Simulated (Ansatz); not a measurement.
**One elementary step**

Start structure (BH$_{3}$SO, singlet), relaxed at PBE0-D4/def2-TZVP:

```tsv
atom	x (Å)	y (Å)	z (Å)
B1	-0.2049	0.3296	-0.0972
S2	0.7654	-0.8807	0.8409
O3	-0.5668	0.0999	-1.3785
H4	-0.2738	-0.7395	-1.7440
H5	-0.5432	1.3573	0.4050
H6	0.8235	-0.1665	1.9737
```

The step: BH₃SO ([OH][BH][SH]) → BHO ([BH][O]) + H₂S; bonds formed: S2–H4; bonds broken: B1–S2, O3–H4. Computed with Ansatz 0.2.0 (basis: def2-TZVPP and def2-QZVPP); correlated methods freeze the cores. Extrapolation: Hartree–Fock as exp(−7.88 √X), correlation as X^−2.97. Energies below are by CCSD(T) at an estimated basis limit (MP2 extrapolated from triple and quadruple zeta, plus CCSD(T) − MP2 in triple zeta).

(1) What are the electronic barrier and the energy of the step, from the start structure to the end structure? (Judge from chemistry; the value comes from the calculation.)

T1 diagnostic: at most 0.019.

Results:

(1) Computed: Barrier 210.3 kJ/mol; step energy 108.4 kJ/mol (uphill); reverse barrier, their difference, 101.9 kJ/mol. Barrier and step energy count from the start structure, the reverse barrier from the end structure.

The saddle point: One imaginary mode of 1284i cm⁻¹.
| pair | start (Å) | saddle (Å) | end (Å) |
| --- | --- | --- | --- |
| S2–H4 | 2.79 | 1.52 | 1.34 |
| B1–S2 | 1.81 | 2.15 | 3.31 |
| O3–H4 | 0.96 | 1.44 | 2.80 |

Zero-point energy (harmonic, PBE0-D4): ZPE is 98.5 kJ/mol at the start and 79.3 kJ/mol at the saddle, so the barrier goes from 210.3 to 191.1 kJ/mol.

First-order rate constant out of the start structure at 898 K by transition-state theory, with harmonic vibrational free energies alone and no tunnelling: ΔA‡ = 191.5 kJ/mol, so k = (kB T/h) exp(−ΔA‡/kB T) ≈ 10^2 s⁻¹ (an order of magnitude at best: rotation, the number of equivalent paths and anharmonicity are left out).

Labels in which every atom is bracketed show which atoms are joined, not bond orders.

For scale, one of the runs: CCSD(T)/def2-TZVPP, 146 basis functions, launched by `ansatz run in.yaml --threads 2 --pin off --events-out ev --progress --plain --max-ram 4352MiB`. The run took 13 s on 2 CPU threads of an Arm Neoverse V2 (shared host), with 0.88 GiB of host memory at its peak.
